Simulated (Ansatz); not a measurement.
`C[CH]CF`• → 3 C• + F• + 6 H•  (atomization)

Gas-phase electronic energies from Ansatz, PBE0-D4/def2-TZVP geometries. CBS: MP2 limit from def2 TZ/QZ plus the TZ coupled-cluster correction, frozen cores. This one scheme is used for every species, atoms too. DFT in def2-TZVPP. Open shells (•) are unrestricted, without spin–orbit coupling. Spin–orbit coupling would lower the free atoms: a little for C, F. Each species was taken in one conformer, which may not be the lowest.

| level | ΔE (kJ/mol) |
| --- | --- |
| r2SCANh-D4 | 3811.1 |
| PBE0 | 3825.6 |
| CCSD(T)/def2-SVP | 3644.7 |
| MP2/CBS(def2) | 3840.2 |

(1) What does CCSD(T)/CBS give? (Best estimate.)

Largest T1 diagnostic among the species: 0.012.

Results:

(1) Computed: +3795.0 kJ/mol. The listed levels differ from it by 16.1, 30.6, -150.3, 45.2 kJ/mol.

Leaving LDA and LC-ωPBE aside and taking each functional with its dispersion term where it has one, the values, not all of them listed here, spread over 188.0 kJ/mol, from BHLYP-D4 to PBE-D4. LDA lies +473.0 kJ/mol from PBE without D4, its usual overbinding. At CCSD(T), def2-SVP lies −150.3 kJ/mol from the extrapolated value and def2-TZVPP −83.8 kJ/mol: correlation converges slowly with the basis, and small sets miss more of it in the bonded molecule than in its fragments.

For atomizations the MP2-based limit and the directly extrapolated one differ by several kJ/mol either way, and by 10 to 25 for some Ge, Se and Sn compounds, so smaller differences from it don't rank the levels.
